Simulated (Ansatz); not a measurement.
**CH4FSi (SMILES C[SiH]F) at UHF/STO-3G**

What is the vertical electron affinity of CH4FSi at UHF/STO-3G? 

The results are computed with Ansatz 0.2.0.

45 further runs of the same task are left out: 45 set aside as unsound or not needed.

### 1 The molecule

CH4FSi: 7 atoms, total charge 0, spin state doublet. SMILES: `C[SiH]F`. Geometry: relaxed at PBE0-D4/def2-TZVP.

Bond lengths: C1–Si2 1.864 Å, Si2–F3 1.609 Å, C1–H4 1.091 Å, C1–H5 1.093 Å, C1–H6 1.094 Å, Si2–H7 1.494 Å. Angles: C1–Si2–F3 108.7°, C1–Si2–H7 111.7°, F3–Si2–H7 106.7°, Si2–C1–H4 111.5°, Si2–C1–H5 109.9°, Si2–C1–H6 110.0°, H4–C1–H5 108.4°, H4–C1–H6 108.5°, H5–C1–H6 108.5°.

### 2 A single-point energy at UHF/STO-3G

input.yaml reads:

```yaml
basis:
  gaussian:
    orbitals: STO-3G
crystal:
  periodic: [false, false, false]
  atoms:
    - {symbol: C, position_ang: [-0.653500, 0.389500, -0.298000]}
    - {symbol: Si, position_ang: [0.917400, -0.594100, -0.104100]}
    - {symbol: F, position_ang: [0.640700, -1.812800, 0.909600]}
    - {symbol: H, position_ang: [-1.444900, -0.207800, -0.754100]}
    - {symbol: H, position_ang: [-0.470200, 1.260900, -0.931700]}
    - {symbol: H, position_ang: [-1.000700, 0.738300, 0.679600]}
    - {symbol: H, position_ang: [2.011300, 0.226000, 0.498700]}
total_charge: 0
magnetization:
  spin_polarized: true
  initial_magnetization: 1
hamiltonian:
  xc: hf
accuracy: high
output: {orbitals: {seedname: orbitals}}
```

On the command line:

```sh
$ ansatz run input.yaml --threads 1 --pin off --max-ram 3480MiB --events-out events.jsonl --progress --plain --runs-dir runs
```

The log of the run:

```text
Warning: RAYON_NUM_THREADS=1 ignored (pool sized by the plan → 1); use --threads N
Functional definition: HF
  name "HF"
  exchange = exact_x
  correlation = 0
434 factors; integrals over basis functions are off by at most 1.2e-8 eV
mean field evaluation 1: about -11518.2323 eV, gradient 1.2e1 eV
mean field evaluation 2: about -11518.3129 eV, gradient 1.2e1 eV
mean field evaluation 4: about -11519.8742 eV, gradient 1.2e0 eV
mean field evaluation 8: about -11519.9076 eV, gradient 1.4e-2 eV
mean field -11519.90756617 eV, -423.3487945831 hartree, gradient 7.4e-8 eV, S^2 0.751723; 0 other end points of the search recorded, 0 dependent functions left out
reference -11519.90756617 eV, -423.3487945831 hartree; 17, 16 occupied and 6, 7 virtual orbitals, 434 factors
Total energy: -11519.90756617 eV, -423.3487945831 hartree
```

Wall time 0.18 s (1 thread of Arm Neoverse V2, shared host).

### 3 The singlet anion

molecule.yaml reads:

```yaml
crystal:
  periodic: [false, false, false]
  atoms:
    - {symbol: C, position_ang: [-0.653500, 0.389500, -0.298000]}
    - {symbol: Si, position_ang: [0.917400, -0.594100, -0.104100]}
    - {symbol: F, position_ang: [0.640700, -1.812800, 0.909600]}
    - {symbol: H, position_ang: [-1.444900, -0.207800, -0.754100]}
    - {symbol: H, position_ang: [-0.470200, 1.260900, -0.931700]}
    - {symbol: H, position_ang: [-1.000700, 0.738300, 0.679600]}
    - {symbol: H, position_ang: [2.011300, 0.226000, 0.498700]}
basis:
  gaussian: {orbitals: STO-3G}
total_charge: -1
hamiltonian: {xc: hf}
accuracy: high
output: {orbitals: {seedname: orbitals}}
```

On the command line:

```sh
$ ansatz run molecule.yaml --threads 1 --pin off --max-ram 3480MiB --events-out events.jsonl --progress --plain --runs-dir runs
```

The log of the run:

```text
Warning: RAYON_NUM_THREADS=1 ignored (pool sized by the plan → 1); use --threads N
[... 4 set-up lines as earlier in the session ...]
434 factors; integrals over basis functions are off by at most 1.2e-8 eV
mean field evaluation 1: about -11513.4135 eV, gradient 1.2e1 eV
mean field evaluation 2: about -11513.5173 eV, gradient 1.2e1 eV
mean field evaluation 4: about -11514.2938 eV, gradient 1.2e0 eV
mean field evaluation 8: about -11514.3034 eV, gradient 1.1e-6 eV
mean field -11514.30343092 eV, -423.1428464112 hartree, gradient 6.7e-8 eV, S^2 0.000000; 0 other end points of the search recorded, 0 dependent functions left out
reference -11514.30343092 eV, -423.1428464112 hartree; 17, 17 occupied and 6, 6 virtual orbitals, 434 factors
Total energy: -11514.30343092 eV, -423.1428464112 hartree
```

Run time: 0.14 s. Hardware: 1 thread of Arm Neoverse V2, shared host.

### 4 Summary of results

Level: UHF/STO-3G.

```
                                                            quantity          value
                                        doublet CH4FSi: total energy  -423.34879 Eh
                  doublet CH4FSi: HOMO energy (highest over α and β)       -6.23 eV
                   doublet CH4FSi: LUMO energy (lowest over α and β)        6.17 eV
                                                doublet CH4FSi: ⟨S²⟩          0.752
                                         singlet anion: total energy  -423.14285 Eh
                                          singlet anion: HOMO energy        5.06 eV
                                          singlet anion: LUMO energy       22.63 eV
singlet anion: HOMO–LUMO gap (to an unbound level, set by the basis)       17.57 eV
                   vertical electron affinity (to the singlet anion)      -5.604 eV
```

The anion lies 5.60 eV (129 kcal/mol) above the neutral: the electron isn't bound at this level, and such a value depends on the basis. Without diffuse functions anions come out too high. Hartree–Fock misses the correlation that binds many anions. In a minimal basis such a difference can be off by several eV, whatever the method. The HOMO (singlet anion) lies at positive energy, 5.06 eV: the electron is unbound at this level or held by a compact basis; values depend on the basis.
